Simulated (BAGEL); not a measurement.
# SO2F2 (sulfuryl fluoride), step by step

Aim: the energy (HF/def2-SVP), then the energy (NEVPT2(2,2)/def2-SVP), then a single-point energy (CASPT2(2,2)/def2-SVP) of SO2F2 (sulfuryl fluoride). 

The calculation is run with BAGEL 1.2.2.

## (1) The system as given

SO2F2 has 5 atoms, charge 0, and is taken as a singlet. SMILES: `O=S(=O)(F)F`. One bond was lengthened or shortened from a relaxed shape.

Bond lengths: O1–S2 1.404 Å, S2–O3 1.404 Å, S2–F4 1.770 Å, S2–F5 1.539 Å. Angles: O1–S2–O3 124.9°, O1–S2–F4 108.1°, O1–S2–F5 108.1°, O3–S2–F4 108.1°, O3–S2–F5 108.1°, F4–S2–F5 95.6°.

## (2) The energy at HF/def2-SVP (density fitting with svp-jkfit) (run 1)

Input file job.json:

```json
{ "bagel": [

{
  "title": "molecule",
  "basis": "svp",
  "df_basis": "svp-jkfit",
  "angstrom": true,
  "geometry": [
    { "atom": "O", "xyz": [   -0.206428,   -0.125495,    1.561697 ] },
    { "atom": "S", "xyz": [    0.252672,   -0.071295,    0.235897 ] },
    { "atom": "O", "xyz": [    1.311372,   -0.836595,   -0.278703 ] },
    { "atom": "F", "xyz": [   -1.140900,   -0.267600,   -0.837400 ] },
    { "atom": "F", "xyz": [    0.510372,    1.403405,   -0.121403 ] }
  ]
},
{
  "title": "hf"
},
{
  "title": "print",
  "file": "orbitals.molden",
  "orbitals": true
}

]}
```

Run with:

```sh
$ BAGEL_NUM_THREADS=1 BAGEL job.json > job.out
```

The log of the run:

```text
* using 1 threads per process

  ===============================================================
  ===============================================================

  *** Geometry ***

  { "atom" : "O", "xyz" : [     -0.390092,     -0.237151,      2.951180 ] },
  { "atom" : "S", "xyz" : [      0.477481,     -0.134728,      0.445781 ] },
  { "atom" : "O", "xyz" : [      2.478134,     -1.580935,     -0.526672 ] },
  { "atom" : "F", "xyz" : [     -2.155989,     -0.505691,     -1.582457 ] },
  { "atom" : "F", "xyz" : [      0.964463,      2.652051,     -0.229418 ] },

  Number of auxiliary basis functions:      436

  Since a DF basis is specified, we compute 2- and 3-index integrals:
    o Being stored without compression. Storage requirement is 0.019 GB

  Number of basis functions:       74
  Number of electrons      :       50

    * METHOD: MOLECULE                             0.14

  *** RHF ***

  === Nuclear Repulsion ===
   281.6199816055

      * DIIS with orbital gradients will be used.

  === RHF iteration (svp) ===
      0       -745.18930624          0.03200387           0.05
      1       -745.37434883          0.02368136           0.06
      2       -745.57602605          0.00123386           0.05
      3       -745.57700322          0.00058780           0.05
      4       -745.57721903          0.00014409           0.05
      5       -745.57724404          0.00004351           0.05
      6       -745.57724635          0.00002185           0.05
      7       -745.57724672          0.00000741           0.05
      8       -745.57724676          0.00000344           0.05
      9       -745.57724676          0.00000122           0.05
     10       -745.57724676          0.00000054           0.05
     11       -745.57724676          0.00000021           0.05
     12       -745.57724676          0.00000010           0.05
     13       -745.57724676          0.00000005           0.05
     14       -745.57724676          0.00000002           0.05
     15       -745.57724676          0.00000001           0.05
     16       -745.57724676          0.00000000           0.05
    * SCF iteration converged.

    * Permanent dipole moment:
           (   -0.172946,    -0.328322,    -0.015545) a.u.

    * METHOD: HF                                   0.96

    * METHOD: PRINT                                0.01

  ===============================================================
```

It took 1.3 s on 1 thread of Arm Neoverse V2, shared host.

## (3) A single-point energy at NEVPT2(2,2)/def2-SVP (density fitting with svp-jkfit) (run 2)

Input file input.json:

```json
{ "bagel" : [

{
  "title" : "molecule",
  "basis" : "svp",
  "df_basis" : "svp-jkfit",
  "angstrom" : "true",
  "geometry" : [
    { "atom" : "O", "xyz" : [      -0.206428,      -0.125495,       1.561697 ] },
    { "atom" : "S", "xyz" : [       0.252672,      -0.071295,       0.235897 ] },
    { "atom" : "O", "xyz" : [       1.311372,      -0.836595,      -0.278703 ] },
    { "atom" : "F", "xyz" : [      -1.140900,      -0.267600,      -0.837400 ] },
    { "atom" : "F", "xyz" : [       0.510372,       1.403405,      -0.121403 ] }
  ]
},

{ "title" : "hf" },

{ "title" : "casscf", "nstate" : 1, "nact" : 2, "nclosed" : 24, "active" : [11, 26], "maxiter" : 200, "natocc" : "true" },

{ "title" : "nevpt2", "nstate" : 1, "nact" : 2, "nclosed" : 24, "active" : [11, 26], "maxiter" : 200, "natocc" : "true", "ncore" : 9 },

{ "title" : "print", "file" : "orbitals.molden", "orbitals" : "true" }

]}
```

Run with:

```sh
$ BAGEL_NUM_THREADS=1 BAGEL input.json > input.out
```

The log of the run:

```text
* using 1 threads per process

  ===============================================================
  ===============================================================

  *** Geometry ***

  { "atom" : "O", "xyz" : [     -0.390092,     -0.237151,      2.951180 ] },
  { "atom" : "S", "xyz" : [      0.477481,     -0.134728,      0.445781 ] },
  { "atom" : "O", "xyz" : [      2.478134,     -1.580935,     -0.526672 ] },
  { "atom" : "F", "xyz" : [     -2.155989,     -0.505691,     -1.582457 ] },
  { "atom" : "F", "xyz" : [      0.964463,      2.652051,     -0.229418 ] },

  Number of auxiliary basis functions:      436

  Since a DF basis is specified, we compute 2- and 3-index integrals:
    o Being stored without compression. Storage requirement is 0.019 GB

  Number of basis functions:       74
  Number of electrons      :       50

    * METHOD: MOLECULE                             0.14

  *** RHF ***

  === Nuclear Repulsion ===
   281.6199816055

      * DIIS with orbital gradients will be used.

  === RHF iteration (svp) ===
      0       -745.18930624          0.03200387           0.05
      1       -745.37434883          0.02368136           0.05
      2       -745.57602605          0.00123386           0.05
      3       -745.57700322          0.00058780           0.05
      4       -745.57721903          0.00014409           0.05
      5       -745.57724404          0.00004351           0.04
      6       -745.57724635          0.00002185           0.04
      7       -745.57724672          0.00000741           0.05
      8       -745.57724676          0.00000344           0.05
      9       -745.57724676          0.00000122           0.05
     10       -745.57724676          0.00000054           0.04
     11       -745.57724676          0.00000021           0.04
     12       -745.57724676          0.00000010           0.04
     13       -745.57724676          0.00000005           0.05
     14       -745.57724676          0.00000002           0.05
     15       -745.57724676          0.00000001           0.04
     16       -745.57724676          0.00000000           0.05
    * SCF iteration converged.

    * Permanent dipole moment:
           (   -0.172946,    -0.328322,    -0.015545) a.u.

    * METHOD: HF                                   0.90

  ---------------------------
      CASSCF calculation
  ---------------------------

    ==== Active orbitals : =====
         Orbital 11
         Orbital 26
    ============================

    * nstate   :      1
    * nclosed  :     24
    * nact     :      2
    * nvirt    :     48
  === CASSCF iteration (svp) ===

    * Using the second-order algorithm

      0  0      -745.57811264     1.79e-04      0.01

      1  0      -745.58473806     9.75e-04      0.24

      2  0      -745.59792979     1.48e-03      0.24

      3  0      -745.60767151     1.18e-03      0.28

      4  0      -745.60910178     9.12e-04      0.30

      5  0      -745.60929033     4.89e-04      0.32

      6  0      -745.60932488     2.28e-04      0.31

      7  0      -745.60933175     1.03e-04      0.31

      8  0      -745.60933312     4.61e-05      0.30

      9  0      -745.60933340     2.06e-05      0.31

     10  0      -745.60933345     9.15e-06      0.30

     11  0      -745.60933346     4.07e-06      0.31

     12  0      -745.60933346     1.81e-06      0.31

     13  0      -745.60933346     8.07e-07      0.30

     14  0      -745.60933346     3.59e-07      0.28

     15  0      -745.60933346     1.60e-07      0.27

     16  0      -745.60933346     7.11e-08      0.26

     17  0      -745.60933346     3.16e-08      0.22

     18  0      -745.60933346     1.41e-08      0.20

     19  0      -745.60933346     6.26e-09      0.19

    * Second-order optimization converged. *

     guess   0:   closed 1.                   open ..

  === FCI iteration ===

      0  0      -745.57577627     1.07e-01      0.00
      1  0      -745.60883012     1.04e-02      0.00
      2  0 *    -745.60933346     1.82e-15      0.00

     * ci vector, state   0, <S^2> = 0.0000
       2.     0.9878578751
       .2    -0.1553602861

    * METHOD: CASSCF                               5.37

    * freezing 9 orbitals

  === DF-NEVPT2 calculation ===

    * 3-index integral transformation done
    * assembly done

      NEVPT2 correlation energy:   -0.8546650596      0.12

          (+0)     -0.7029765564
          (+0)'    -0.0515010183
          (+1)     -0.0436390891
          (+1)'    -0.0000000000
          (+2)     -0.0019507032
          (-1)     -0.0503549609
          (-1)'     0.0000000000
          (-2)     -0.0042427317

      NEVPT2 total energy:       -746.4639985219

    * METHOD: NEVPT2                               0.21

    * METHOD: PRINT                                0.01

  ===============================================================
```

Run time: 6.9 s. Hardware: 1 thread of Arm Neoverse V2, shared host.

## (4) A single-point energy at CASPT2(2,2)/def2-SVP (density fitting with svp-jkfit) (run 3)

Input file caspt2.json:

```json
{ "bagel" : [

{
  "title" : "molecule",
  "basis" : "svp",
  "df_basis" : "svp-jkfit",
  "angstrom" : "true",
  "geometry" : [
    { "atom" : "O", "xyz" : [   -0.206428,   -0.125495,    1.561697 ] },
    { "atom" : "S", "xyz" : [    0.252672,   -0.071295,    0.235897 ] },
    { "atom" : "O", "xyz" : [    1.311372,   -0.836595,   -0.278703 ] },
    { "atom" : "F", "xyz" : [   -1.140900,   -0.267600,   -0.837400 ] },
    { "atom" : "F", "xyz" : [    0.510372,    1.403405,   -0.121403 ] }
  ]
},
{ "title" : "hf", "charge" : 0 },
{ "title" : "casscf", "nstate" : 1, "nact" : 2, "nclosed" : 24, "charge" : 0, "active" : [11, 26], "maxiter" : 200, "natocc" : "true" },
{ "title" : "print", "file" : "orbitals.molden", "orbitals" : "true" },
{ "title" : "smith", "method" : "caspt2", "ms" : "true", "xms" : "true", "sssr" : "true", "shift" : 0.2, "shift_imag" : "true", "ncore" : 9 }

]}
```

Run with:

```sh
$ BAGEL_NUM_THREADS=1 BAGEL caspt2.json > caspt2.out
```

The log of the run:

```text
* using 1 threads per process

  ===============================================================
  ===============================================================

  *** Geometry ***

  { "atom" : "O", "xyz" : [     -0.390092,     -0.237151,      2.951180 ] },
  { "atom" : "S", "xyz" : [      0.477481,     -0.134728,      0.445781 ] },
  { "atom" : "O", "xyz" : [      2.478134,     -1.580935,     -0.526672 ] },
  { "atom" : "F", "xyz" : [     -2.155989,     -0.505691,     -1.582457 ] },
  { "atom" : "F", "xyz" : [      0.964463,      2.652051,     -0.229418 ] },

  Number of auxiliary basis functions:      436

  Since a DF basis is specified, we compute 2- and 3-index integrals:
    o Being stored without compression. Storage requirement is 0.019 GB

  Number of basis functions:       74
  Number of electrons      :       50

    * METHOD: MOLECULE                             0.14

  *** RHF ***

  === Nuclear Repulsion ===
   281.6199816055

      * DIIS with orbital gradients will be used.

  === RHF iteration (svp) ===
      0       -745.18930624          0.03200387           0.05
      1       -745.37434883          0.02368136           0.05
      2       -745.57602605          0.00123386           0.05
      3       -745.57700322          0.00058780           0.05
      4       -745.57721903          0.00014409           0.05
      5       -745.57724404          0.00004351           0.05
      6       -745.57724635          0.00002185           0.05
      7       -745.57724672          0.00000741           0.05
      8       -745.57724676          0.00000344           0.05
      9       -745.57724676          0.00000122           0.05
     10       -745.57724676          0.00000054           0.05
     11       -745.57724676          0.00000021           0.05
     12       -745.57724676          0.00000010           0.05
     13       -745.57724676          0.00000005           0.05
     14       -745.57724676          0.00000002           0.05
     15       -745.57724676          0.00000001           0.05
     16       -745.57724676          0.00000000           0.05
    * SCF iteration converged.

    * Permanent dipole moment:
           (   -0.172946,    -0.328322,    -0.015545) a.u.

    * METHOD: HF                                   0.92

  ---------------------------
      CASSCF calculation
  ---------------------------

    ==== Active orbitals : =====
         Orbital 11
         Orbital 26
    ============================

    * nstate   :      1
    * nclosed  :     24
    * nact     :      2
    * nvirt    :     48
  === CASSCF iteration (svp) ===

    * Using the second-order algorithm

      0  0      -745.57811264     1.79e-04      0.01

      1  0      -745.58473806     9.75e-04      0.25

      2  0      -745.59792979     1.48e-03      0.25

      3  0      -745.60767151     1.18e-03      0.28

      4  0      -745.60910178     9.12e-04      0.29

      5  0      -745.60929033     4.89e-04      0.32

      6  0      -745.60932488     2.28e-04      0.31

      7  0      -745.60933175     1.03e-04      0.32

      8  0      -745.60933312     4.61e-05      0.32

      9  0      -745.60933340     2.06e-05      0.32

     10  0      -745.60933345     9.15e-06      0.29

     11  0      -745.60933346     4.07e-06      0.30

     12  0      -745.60933346     1.81e-06      0.30

     13  0      -745.60933346     8.07e-07      0.31

     14  0      -745.60933346     3.59e-07      0.26

     15  0      -745.60933346     1.60e-07      0.27

     16  0      -745.60933346     7.11e-08      0.26

     17  0      -745.60933346     3.16e-08      0.22

     18  0      -745.60933346     1.41e-08      0.20

     19  0      -745.60933346     6.26e-09      0.19

    * Second-order optimization converged. *

     guess   0:   closed 1.                   open ..

  === FCI iteration ===

      0  0      -745.57577627     1.07e-01      0.00
      1  0      -745.60883012     1.04e-02      0.00
      2  0 *    -745.60933346     1.82e-15      0.00

     * ci vector, state   0, <S^2> = 0.0000
       2.     0.9878578751
       .2    -0.1553602861

    * METHOD: CASSCF                               5.37

    * METHOD: PRINT                                0.01

  === SMITH program ===

    * freezing 9 orbitals

    * Approximate memory requirement for SMITH calulation per MPI process:
      o Storage requirement for T-amplitude, lambda, and residual is 0.02 GB
      o Storage requirement for MO integrals is 0.01 GB
    * Calculating and saving rdm4f

    * Zeroth order energy : state  0       -1.4891635919

    * CASPT2 iteration is performed using orthogonal basis

      -------------------------------------------  CASPT2 iteration  ---------------------------------------------------
       #      aibj      arbs      arbi      airj      risj      airs      arst      rist         Etot      error   time
      ------------------------------------------------------------------------------------------------------------------

       0  -0.70536  -0.00481  -0.04997  -0.04797  -0.00276  -0.04606  -0.00000  -0.00000   -0.8569422  0.0028740   0.07
       1  -0.70607  -0.00485  -0.05029  -0.04918  -0.00299  -0.04714   0.00000  -0.00000   -0.8605138  0.0005481   0.06
       2  -0.70612  -0.00485  -0.05025  -0.04926  -0.00301  -0.04717  -0.00000  -0.00000   -0.8606784  0.0001204   0.06
       3  -0.70613  -0.00486  -0.05026  -0.04925  -0.00302  -0.04717  -0.00000  -0.00000   -0.8606839  0.0000314   0.06
       4  -0.70613  -0.00486  -0.05026  -0.04925  -0.00302  -0.04717  -0.00000  -0.00000   -0.8606843  0.0000073   0.07
       5  -0.70613  -0.00486  -0.05026  -0.04925  -0.00302  -0.04717  -0.00000  -0.00000   -0.8606844  0.0000016   0.07
       6  -0.70613  -0.00486  -0.05026  -0.04925  -0.00302  -0.04717  -0.00000  -0.00000   -0.8606844  0.0000003   0.07

      ------------------------------------------------------------------------------------------------------------------

    * CASPT2 energy : state  0     -746.4727368024
        w/o shift correction       -746.4700178136
        reference weight              0.8180681524

    * METHOD: SMITH                                0.63

  ===============================================================
```

Wall time 7.5 s (1 thread of Arm Neoverse V2, shared host); peak memory 0.19 GiB.

## (5) Outcome

| quantity | value |
| --- | --- |
| run 1, HF/def2-SVP: total energy | -745.57725 Eh |
| run 1, HF/def2-SVP: dipole moment | 0.94 D |
| run 1, HF/def2-SVP: HOMO energy | -15.65 eV |
| run 1, HF/def2-SVP: LUMO energy | 2.46 eV |
| run 1, HF/def2-SVP: HOMO–LUMO gap | 18.11 eV |
| run 2, NEVPT2(2,2)/def2-SVP: total energy | -746.46400 Eh |
| run 3, CASPT2(2,2)/def2-SVP: total energy | -746.47274 Eh |
